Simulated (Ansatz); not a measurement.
We consider fcc Ir, described by HSE06 in Ansatz (PAW).

Settings: plane-wave cutoff 500 eV, 12×12×1 k mesh (along the axes of the cell as run), Fermi–Dirac smearing 0.1 eV, scalar-relativistic PAW data made under PBE.

The cell is the one relaxed with r²SCAN.

**Question.** What does this level give for the surface energy of the (111) face and work function of the (111) face?

**Answer.** 
- surface energy of the (111) face = 2.75 J/m²
- work function of the (111) face = 5.54 eV

Note: exact exchange on metals is sensitive to the k mesh and can open a false gap.

The slab of 6 atoms is relaxed and unreconstructed.

Spin–orbit coupling is not included.

The computed numbers hold no vibrational or temperature effects.

Ansatz is a quantum-chemistry and plane-wave program.
